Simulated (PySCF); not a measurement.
# Shieldings and the share of exact exchange

Molecule: `CC#N`, C2H3N.

Molfile (atoms numbered from 1):
```
C2H3N
     RDKit          3D

  6  5  0  0  0  0  0  0  0  0999 V2000
   -0.4728    0.0111   -0.0590 C   0  0  0  0  0  0  0  0  0  0  0  0
    0.9703   -0.0697    0.0829 C   0  0  0  0  0  0  0  0  0  0  0  0
    2.1199   -0.1346    0.1955 N   0  0  0  0  0  0  0  0  0  0  0  0
   -0.8440   -0.8295   -0.6627 H   0  0  0  0  0  0  0  0  0  0  0  0
   -0.9557   -0.0246    0.9283 H   0  0  0  0  0  0  0  0  0  0  0  0
   -0.7546    0.9512   -0.5543 H   0  0  0  0  0  0  0  0  0  0  0  0
  1  2  1  0
  2  3  3  0
  1  4  1  0
  1  5  1  0
  1  6  1  0
M  END
```

GIAO shieldings (ppm, equivalent atoms averaged) in PySCF 2.14 on the PBE0-D3(BJ)/def2-SVP geometry, basis pcSseg-2, gas phase, non-relativistic:

```tsv
functional	exact exchange (%)	σ(C1)
BLYP	0	175.1
BP86	0	178.5
PBE	0	179.2
B3LYP	20	178.9
mPW1PW91	25	182.3
BHandHLYP	50	183.6
HF	100	190.3
```

Task: Fit each shielding as a line in the percentage of exact exchange.

Result: σ(C1) = 177.6 + 0.13 x (rms 1.4 ppm). The functionals also differ in their semilocal parts, which the line can't hold; Hartree–Fock has no correlation at all.

Task: What does the line predict for PBE0 (25 %), and what does the run give?

Result: σ(C1): 180.8 predicted, 183.2 computed ppm.
